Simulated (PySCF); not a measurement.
Compound: C3H9PS.
Bonds: C1–P2, P2–C3, P2–C4, P2–S5 (double). Hydrogens: H6, H7, H8 on C1; H9, H10, H11 on C3; H12, H13, H14 on C4.

Level of theory: PBE0-D3(BJ)/def2-SVP geometry optimisation, gas phase (PySCF 2.14.0).

(1) Give the optimised bond lengths and angles.

Answers

(1) 
```json
{"bond": "C1–P2, P2–C3, P2–C4", "length (Å)": "1.823", "order": "single"}
{"bond": "P2=S5", "length (Å)": "1.948", "order": "double"}
{"bond": "C1–H6 and 8 like bonds", "length (Å)": "1.100", "order": "single"}
```

Bonds in one row agree within 0.01 Å and their mean is given. Orders are formal, as drawn. A selection of angles:
```json
{"angle": "P2–C1–H6", "degrees": "112.0"}
{"angle": "P2–C1–H7", "degrees": "108.3"}
{"angle": "H6–C1–H7", "degrees": "110.0"}
{"angle": "H7–C1–H8", "degrees": "108.2"}
{"angle": "C1–P2–C3", "degrees": "104.4"}
{"angle": "C1–P2–S5", "degrees": "114.1"}
```

P2 (phosphorus bonded to 3 C and S) is distorted tetrahedral (angles from 104.3° to 114.3°). All 3 C–P bonds measure 1.823 Å.

Point group: C3v (every atom within 0.08 Å of its image). Whether it is a minimum is left open (no frequencies).
